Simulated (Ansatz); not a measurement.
The input, for Ansatz 0.2.0:

```yaml
crystal:
  periodic: [false, false, false]
  atoms:
    - {symbol: In, position_ang: [0.000000, 0.025453, -0.037308]}
    - {symbol: H, position_ang: [0.000000, -2.702209, -0.409957]}
    - {symbol: H, position_ang: [0.384545, -0.098621, 2.329896]}
    - {symbol: H, position_ang: [-0.384545, -0.098621, 2.329896]}
basis:
  gaussian: {orbitals: def2-mTZVP}
magnetization: {spin_polarized: false, initial_magnetization: 2}
hamiltonian: {xc: {name: r2SCAN}}
correlation: {method: ccsd, electrons: outside_noble_gas}
accuracy: high
```

```sh
$ ansatz run in.yaml --threads 1 --pin off --events-out ev --progress --plain --max-ram 2393MiB
```

Output:

```
989 factors; integrals over basis functions are off by at most 3.2e-9 eV
mean field evaluation 1: about -5219.9949 eV, gradient 8.3e0 eV
mean field evaluation 2: about -5219.9836 eV, gradient 8.4e0 eV
mean field evaluation 4: about -5220.5163 eV, gradient 1.6e0 eV
mean field evaluation 8: about -5220.5369 eV, gradient 8.1e-2 eV
mean field evaluation 16: about -5220.5369 eV, gradient 3.1e-5 eV
mean field evaluation 32: about -5219.6657 eV, gradient 2.7e-8 eV
mean field evaluation 64: about -5219.6585 eV, gradient 6.3e-1 eV
mean field -5220.53693698 eV, -191.8511938268 hartree, gradient 2.3e-8 eV, S^2 2.000000; 7 other end points of the search recorded, 0 dependent functions left out
mean field evaluation 96: about -5192.1081 eV, gradient 2.8e0 eV
mean field evaluation 128: about -5191.7935 eV, gradient 6.6e-3 eV
9 core orbitals not correlated: weight in the atoms' cores, before any rotation towards them, 0.998 or more for the frozen orbitals, at most 0.002 for the correlated occupied ones
reference -5192.07067707 eV, -190.8050780704 hartree; 4, 2 occupied and 32, 34 virtual orbitals, 989 factors
second order -1.43021622 eV of doubles, -0.23590652 eV of singles
cycle   1  -2.03836137 eV  change   -3.7e-1 eV  update   6.2e-2
...
cycle  18  -2.22602224 eV  change    1.5e-7 eV  update   1.1e-7
cycle  19  -2.22602218 eV  change    6.0e-8 eV  update   6.4e-8
cycle  20  -2.22602220 eV  change   -1.3e-8 eV  update   3.8e-8
cycle  21  -2.22602218 eV  change    1.5e-8 eV  update   2.4e-8
cycle  22  -2.22602212 eV  change    5.9e-8 eV  update   7.6e-8
cycle  23  -2.22602211 eV  change    9.7e-9 eV  update   2.7e-8
cycle  24  -2.22602211 eV  change   5.2e-10 eV  update   8.3e-9
cycle  25  -2.22602211 eV  change  -4.7e-10 eV  update   2.9e-9
cycle  26  -2.22602211 eV  change  -3.8e-10 eV  update   1.0e-9
cycle  27  -2.22602211 eV  change  -5.1e-11 eV  update  5.3e-10
Total energy: -5194.29669918 eV, -190.8868828743 hartree
```

Ran on 1 thread of AMD EPYC, shared host: 50 s wall, 0.28 GiB peak host memory.
